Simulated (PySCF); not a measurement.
CHO, SMILES [CH]=O (connectivity only; charge and spin as stated), charge +1, multiplicity 1. The structure is a stationary point at r2SCAN-D4/def2-TZVPD. The isomer is the one that the SMILES or the coordinates give; other isomers of the formula were not compared.

PySCF with TDDFT-PBE/def2-TZVPD puts the lowest singlet excitations at 9.74, 10.09, 10.09, 11.25, 11.25, 13.69 eV and the lowest triplet (TDA) at 7.88 eV.

Problem. What are the lowest singlet roots from PySCF with EOM-CCSD/aug-cc-pVDZ? (Estimate from the structure and the level; the computed values follow.)

Solution. 10.05, 10.36, 10.36, 11.82, 11.82, 14.70 eV; triplets 7.89, 9.09, 9.09 eV. S1 differs by 0.30 eV (second minus first; roots are paired by order, and the bases may differ).
